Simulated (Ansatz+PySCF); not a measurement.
The numbers below are computed, except where a source is named.
## PySCF 2.14.0 run

```python
from pyscf import gto, scf, cc

mol = gto.M(atom="""
H 0.000000 0.000000 0.000000
Cl 0.484100 0.645460 1.397460
""", basis='6-31g', charge=0, spin=2)
mf = scf.UHF(mol)
mf.kernel()
mycc = cc.CCSD(mf, frozen=5).run()
et = mycc.ccsd_t()
print(mf.e_tot, mycc.e_corr, et, mycc.e_tot + et)
```

The script is written out from the run's settings.

The run gave:

```json
{"Converged": "yes", "Reference energy": "-459.87157 hartree", "CCSD correlation energy": "-0.03457 hartree", "Triples correction": "-0.00033 hartree", "Total energy": "-459.90647 hartree", "Spin squared of the determinant": "2.003"}
```

Caution: another spin multiplicity may lie lower.
